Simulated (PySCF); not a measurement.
# Dipole moment and polarisability of `C=CN=C(C)C`

C5H9N.
Cartesian coordinates in Å at the PBE0-D3(BJ)/def2-SVP level; atoms count from 1:
```xyz
15
C5H9N angstrom
C      2.4229   -0.4378   -0.0290
C      1.6372    0.3245    0.7454
N      0.4648    0.9535    0.3688
C     -0.6008    0.3557    0.0071
C     -0.8080   -1.1342   -0.0059
C     -1.7708    1.1864   -0.4296
H      2.1496   -0.6754   -1.0606
H      3.3849   -0.7965    0.3414
H      1.9717    0.5934    1.7566
H     -1.7721   -1.3856    0.4632
H      0.0046   -1.6687    0.5029
H     -0.8592   -1.4993   -1.0449
H     -1.4912    2.2467   -0.4567
H     -2.6171    1.0518    0.2647
H     -2.1245    0.8708   -1.4246
```

Level: CAM-B3LYP/def2-SVPD (PySCF), static field, nuclei fixed, core orbitals frozen in the response. The polarisability tensor in these axes (au):

```
x   93.20 -6.49  4.26
y   -6.49 65.72  3.80
z    4.26  3.80 58.17
```

Question: What are the eigenvalues, a third of the trace, and Δα (Δα² = ½Σ(αi − αj)² over the three pairs)?

Answer: Principal values 55.45, 66.68 and 94.96 au; mean 72.36 au = 10.72 Å³ = 11.93 × 10⁻⁴⁰ C²·m²/J; Δα = 35.26 au (49 % of the mean).

Question: What is the dipole moment, and where does it point?

Answer: (-1.50, -1.41, -0.26) D, 2.08 D in size, pointing from the negative to the positive side. Measured along this direction, the outermost atoms are H9 and H8 at the negative end and H10 at the positive end.

Question: In TDDFT the mean static polarisability is Σ f/ω² over all singlet excitations (ω in hartree). How much of it do the 6 lowest give? Their energies (eV) and oscillator strengths: 4.70, 0.0459; 6.18, 0.1227; 6.52, 0.1631; 6.79, 0.1252; 7.08, 0.0279; 7.20, 0.0161.

Answer: They add up to 9.42 au, 13.0 % of the 72.36 au; the largest single term is 2.84 au, from the state at 6.52 eV. Terms in order: 1.54, 2.38, 2.84, 2.01, 0.41, 0.23 au. Higher excitations give the rest. The strengths listed sum to 0.501.

Question: Find the Langevin capture rate constant for NH4+ (18.034 u) meeting this molecule (83.073 u), k = 2.342 × 10⁻⁹ cm³/s × √(α in Å³ / reduced mass in u).

Answer: The reduced mass is 14.82 u, so k = 1.99 × 10⁻⁹ cm³/s. The formula leaves out the permanent dipole, which adds to the capture rate.

Question: Give the eigenvalues of the traceless quadrupole moment Θ = ½Σq(3rr − r²1), origin at the centre of nuclear charge.

Answer: -4.57, 0.48, 4.09 D·Å. The values depend on the origin, since the dipole doesn't vanish. The electronic extent ⟨r²⟩ about the same centre is 680 bohr², a root-mean-square distance of 2.03 Å for the 46 electrons.

Question: What depolarisation ratio follows for Rayleigh scattering of linearly polarised light, taking the static tensor?

Answer: ρ = 3Δα²/(45ᾱ² + 4Δα²) = 3730.0/(235647 + 4973.3) = 0.0155.

Isolated species at its PBE0-D3(BJ)/def2-SVP geometry (one conformer only).
